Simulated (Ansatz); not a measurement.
**Solid CO2 (dry ice)**

Method: PBE0 (Ansatz, a quantum-chemistry and plane-wave program, plane waves, PAW).

Run with plane-wave cutoff 500 eV, 4×4×4 k mesh, gaussian smearing 0.02 eV, scalar-relativistic PAW data made under PBE.

Cell (relaxed with r²SCAN):

```yaml
crystal:
  lattice:
    - [5.57914, 0.00000, 0.00000]
    - [0.00000, 5.57914, 0.00000]
    - [0.00000, 0.00000, 5.57914]
  atoms:
    - { symbol: C, position: [0.00000, 0.50000, 0.50000] }
    - { symbol: C, position: [0.50000, 0.00000, 0.50000] }
    - { symbol: C, position: [0.00000, 0.00000, 0.00000] }
    - { symbol: C, position: [0.50000, 0.50000, 0.00000] }
    - { symbol: O, position: [0.87994, 0.62006, 0.37994] }
    - { symbol: O, position: [0.37994, 0.87994, 0.62006] }
    - { symbol: O, position: [0.87994, 0.87994, 0.87994] }
    - { symbol: O, position: [0.12006, 0.12006, 0.12006] }
    - { symbol: O, position: [0.62006, 0.37994, 0.87994] }
    - { symbol: O, position: [0.62006, 0.12006, 0.37994] }
    - { symbol: O, position: [0.37994, 0.62006, 0.12006] }
    - { symbol: O, position: [0.12006, 0.37994, 0.62006] }
```

```yaml
band_gap: 9.42 eV (on the SCF k mesh)
```

Note: the cell comes from a level without a dispersion term, which matters for the spacing of layers, chains or molecules; cell and atoms aren't relaxed at this level (largest force component 0.39 eV/Å, pressure -0.8 GPa).

The computed numbers hold no vibrational or temperature effects.

Computing time: around 3 core-minutes (rough).
